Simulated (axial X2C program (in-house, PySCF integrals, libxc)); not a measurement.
# Testing model relations on NO

A bond curve at the PBE0 level, with spin–orbit coupling, was computed with an in-house relativistic program for diatomic molecules (basis O dyall-av3z [7s6p3d2f], N dyall-av3z [7s7p3d2f] (cores contracted in-house)) for the state Ω = 1/2 (⟨Sz⟩ = -0.50, ⟨Lz⟩ = 1.00 at PBE0). Its fit gives Re = 1.1398 Å, ωe = 2023.8 cm⁻¹, ωexe = 11.9 cm⁻¹ and αe = 1.546e-02 cm⁻¹; the masses are 15.9949 and 14.0031 u. Two-component means X2C with spin–orbit coupling and atomic mean-field Coulomb and Gaunt terms.

**Question.** Find the reduced mass, Be and the force constant.

**Answer.** From the PBE0 values: μ = 7.4664 u. Be = 16.8576/(μ Re²) = 1.738 cm⁻¹. k = 5.8918×10⁻⁷ μ ωe² = 18 mdyn/Å.

**Question.** Where do the fundamental and the first overtone lie?

**Answer.** ν(1←0) = ωe − 2ωexe = 2000.0 cm⁻¹; ν(2←0) = 2ωe − 6ωexe = 3976.2 cm⁻¹.

**Question.** Estimate De from a Morse curve and compare with the computed well depth of 6.588 eV to O + N.

**Answer.** De(Morse) = ωe²/(4ωexe) = 10.668 eV against 6.588 eV computed, a ratio of 1.62. The extrapolation overshoots: the well softens faster than a Morse curve, or the lowest atomic limit lies below the one to which the curve heads.

**Question.** Estimate the centrifugal constant by the Kratzer relation.

**Answer.** D = 4Be³/ωe² = 5.13e-06 cm⁻¹.

**Question.** A Morse curve ties αe to the other constants (Pekeris). How well does that hold?

**Answer.** αe(Morse) = 6Be²/ωe × (√(ωexe/Be) − 1) = 1.448e-02 cm⁻¹; the PBE0 curve gives 1.546e-02 cm⁻¹, a ratio of 0.94.

The state is a single determinant with fixed occupations, the lowest that a limited PBE0 search found. De is counted from the lowest determinant-based energies of the atoms at the same level, without counterpoise correction. Density functionals use the spin component along the axis (collinear). In 2c an atomic determinant is not the ground J level, so De misses part of the atomic spin–orbit lowering. This holds for PBE0. Without a current term, density functionals place determinants with orbital angular momentum somewhat too high.
